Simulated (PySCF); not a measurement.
**Excitation energies in several basis sets**

Compound: C2H2F2S.
Bonds: F1–C2, C2–F3, C2–C4, C4–S5 (double). Hydrogens: H6 on C2; H7 on C4.

TDDFT with PBE0 (PySCF), vertical singlets, core orbitals frozen in the response, spherical d and f functions. One conformer (not necessarily the lowest) at the PBE0-D3(BJ)/def2-SVP geometry, without solvent, vibrations or thermal averaging.

| basis | functions | diffuse | S1 (eV) | S2 (eV) | S3 (eV) | S4 (eV) | S5 (eV) | LUMO (eV) | α (au) |
| --- | --- | --- | --- | --- | --- | --- | --- | --- | --- |
| 6-31G* | 78 | no | 2.37 | 5.70 | 6.47 | 6.82 | 7.40 | -2.90 | 36.0 |
| def2-SVP | 84 | no | 2.30 | 5.79 | 6.51 | 6.82 | 7.56 | -2.95 | 35.0 |
| 6-31+G* | 98 | yes | 2.33 | 5.86 | 6.36 | 6.65 | 6.82 | -3.18 | 42.7 |
| def2-SVPD | 129 | yes | 2.30 | 5.86 | 6.34 | 6.78 | 6.88 | -3.23 | 47.3 |
| aug-cc-pVDZ | 137 | yes | 2.32 | 5.84 | 6.28 | 6.40 | 6.70 | -3.14 | 47.5 |
| def2-TZVP | 173 | no | 2.29 | 5.81 | 6.28 | 6.75 | 7.58 | -3.10 | 42.6 |
| def2-TZVPD | 218 | yes | 2.29 | 5.81 | 6.23 | 6.61 | 6.73 | -3.16 | 48.2 |
| aug-cc-pVTZ | 280 | yes | 2.30 | 5.82 | 6.23 | 6.36 | 6.68 | -3.15 | 48.2 |

Compare the sets with the largest diffuse one.

States are compared by their number. Against the largest diffuse basis here (aug-cc-pVTZ, itself not a converged limit), sets without diffuse functions differ by up to 0.06 eV in S1 and 0.90 eV in S5; the smaller diffuse sets differ by up to 0.02 and 0.21 eV. State by state, the largest deviation of a set without diffuse functions is S1 0.06, S2 0.12, S3 0.28, S4 0.46, S5 0.90 eV. The same number needn't mean the same state in each row. Against aug-cc-pVTZ the polarisability deviates by -25% in 6-31G*, -27% in def2-SVP, -11% in 6-31+G*, -2% in def2-SVPD, -2% in aug-cc-pVDZ, -12% in def2-TZVP, 0% in def2-TZVPD. A single + in a Pople set puts diffuse functions on heavy atoms only.
